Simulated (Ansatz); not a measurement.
**BFH₂O: ionisation energy by level of theory**

The task here is to estimate one member of a computed series from the others.

The runs use Ansatz 0.2.0, Gaussian basis; unrestricted cation, the program's frozen cores in correlated methods.

The runs, in order: UKS PBE-D4/def2-TZVPP; UKS r2SCAN-D4/def2-TZVPP; UKS PBE0-D4/def2-TZVPP; UKS B3LYP-D4/def2-TZVPP; UKS wB97X-V/def2-TZVPP; UKS wB97M-V/def2-TZVPP; UKS B2PLYP/def2-TZVPP; UHF-CCSD(T)/def2-TZVPP; UHF-MP2/def2-QZVPP; extrapolation to the limit; then −ε(HOMO) from the neutral's earlier runs with LDA (SPW92), PBE-D4, revPBE-D4, BLYP-D4, r2SCAN-D4, B97M-V, PBE0-D4, B3LYP-D4, r2SCANh-D4, r2SCAN0-D4, HSE06-D4, BHLYP-D4, CAM-B3LYP-D4, LC-ωPBE, ωB97X-V, ωB97M-V.

## The geometry

The geometry comes from an earlier relaxation with PBE0-D4 in a triple-zeta def2 set; it is a stationary point.

5 atoms, charge 0, spin multiplicity 1.

Atoms are counted from 1 here; the program's logs count them from 0.

Bond lengths: O1–B2 1.344 Å, O1–H4 0.963 Å, B2–F3 1.332 Å, B2–H5 1.192 Å. Angles: B2–O1–H4 113.4°, O1–B2–F3 120.3°, O1–B2–H5 120.1°, F3–B2–H5 119.6°.

The first run:

Contents of in.yaml:

```yaml
crystal:
  periodic: [false, false, false]
  atoms:
    - {symbol: O, position_ang: [-0.965448, 0.157357, 0.156867]}
    - {symbol: B, position_ang: [0.364998, -0.030193, 0.201132]}
    - {symbol: F, position_ang: [1.039221, -0.323728, -0.909535]}
    - {symbol: H, position_ang: [-1.337232, 0.057364, -0.725826]}
    - {symbol: H, position_ang: [0.948261, 0.065400, 1.235962]}
basis:
  gaussian: {orbitals: def2-TZVPP}
total_charge: 1
magnetization: {spin_polarized: true, initial_magnetization: 1}
hamiltonian: {xc: pbe, dispersion: d4}
```

Steps of the session up to this table: Cation, UKS PBE-D4/def2-TZVPP; Cation, UKS r2SCAN-D4/def2-TZVPP; Cation, UKS PBE0-D4/def2-TZVPP; Cation, UKS B3LYP-D4/def2-TZVPP; Cation, UKS wB97X-V/def2-TZVPP; Cation, UKS wB97M-V/def2-TZVPP; Cation, UKS B2PLYP (frozen core)/def2-TZVPP; Cation, UHF-CCSD(T)/def2-TZVPP; Cation, UHF-MP2/def2-QZVPP.

One of the session's tables, all rows but one given; the rest of the session is left out.

Orbital estimates, from the neutral's runs:

| functional | −ε(HOMO) (eV) |
| --- | --- |
| LDA (SPW92) | 8.80 |
| PBE-D4 | 8.70 |
| revPBE-D4 | 8.65 |
| BLYP-D4 | 8.67 |
| r2SCAN-D4 | 9.13 |
| B97M-V | 9.23 |
| PBE0-D4 | 10.43 |
| B3LYP-D4 | 10.22 |
| r2SCANh-D4 | 9.77 |
| r2SCAN0-D4 | 10.71 |
| HSE06-D4 | 10.01 |
| BHLYP-D4 | 12.10 |
| CAM-B3LYP-D4 | 11.99 |
| LC-ωPBE | 13.35 |
| ωB97X-V | 13.00 |
| ωB97M-V | ? |

Estimate the missing values for ωB97M-V.

The run gave: −ε(HOMO) (eV): 12.85. In the column «−ε(HOMO) (eV)» it lies between BHLYP-D4 (12.10) and ωB97X-V (13.00).
